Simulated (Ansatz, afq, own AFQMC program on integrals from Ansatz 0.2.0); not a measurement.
Integrals from Ansatz 0.2.0, then the random walk in our own AFQMC program (afq).

```yaml
crystal:
  periodic: [false, false, false]
  atoms:
    - {symbol: Si, position_ang: [0.000000, 0.000000, 0.469659]}
    - {symbol: C, position_ang: [0.000000, 0.000000, -1.304890]}
    - {symbol: H, position_ang: [0.000000, 1.271280, 1.231239]}
    - {symbol: H, position_ang: [0.000000, -1.271280, 1.231239]}
basis:
  gaussian: {orbitals: cc-pVDZ}
magnetization: {spin_polarized: false}
correlation: {method: ccsd_t, electrons: outside_noble_gas, hamiltonian_folder: ham}
```

```sh
$ ansatz run in.yaml --threads 1 --pin off --events-out ev --progress --plain --max-ram 1382MiB
```

Options of the walk:

```
--method free --trial cisd --walkers 70 --time-step 0.03 --max-blocks 80 --target-error 0.00038 --factor-cut 1e-05 --seed 5640 --times 0,0.21,0.42,0.81,1.2,1.8,2.4,3 --taylor-order 8
```

Times are imaginary, in 1/Eh. The walk had a cap of 536 s.

afq prints:

```
orbitals 36  electrons 5 5  factors 268 of 402
reference energy -327.74573419 Eh
CCSD correlation -0.23919301 Eh in 12 cycles, weight of the determinant in the CISD state 0.8412
repeat  energy at the last time / Eh  error
    10  -327.996575  0.001847
    20  -327.996227  0.001313
    30  -327.996264  0.000923
    40  -327.995741  0.000829
    50  -327.995783  0.000751
    60  -327.996057  0.000665
    70  -327.995653  0.000585
    80  -327.995839  0.000541
time / (1/Eh)  energy / Eh  error  mean overlap
  0.00  -327.984537  0.000272  1.1873
  0.21  -327.989011  0.000311  1.1903
  0.42  -327.991753  0.000340  1.1830
  0.81  -327.993784  0.000416  1.1971
  1.20  -327.995380  0.000387  1.2070
  1.80  -327.995620  0.000405  1.2302
  2.40  -327.996289  0.000503  1.2436
  3.00  -327.995839  0.000541  1.2725
energy -327.995839 +/- 0.000541 Eh
```

The run passed its tests (error under three times the target), which doesn't prove that it has relaxed.

Against this walk (error 14.7 meV) on the same determinant: CCSD(T) 21.5 meV higher (within the noise), CCSDT(Q) 45.1 meV lower. The error is statistical, and a free projection of finite length keeps a remainder of its start.

Cautions: remainder of the start not in the error; error above the target (14.7 against 10.3 meV); higher spins were not checked; restricted determinant unstable towards unrestricted (UHF 551 meV lower, ⟨S²⟩ 1.12); strong correlation (T1 0.024, weight of the determinant 0.84, largest double 0.17).

The walk took 100 s on 1 thread of Arm Neoverse V1 (shared host). The log's last line is the free-projection energy.

CCSDT and higher add their correlation energy to the determinant of the CCSD(T) run, since their own runs factorise the integrals more tightly (a shift of under 2 meV). A walk keeps the symmetry of its determinant, which the program's search chose and which needn't be the lowest solution, so a lower state of the same spin and another symmetry isn't excluded.
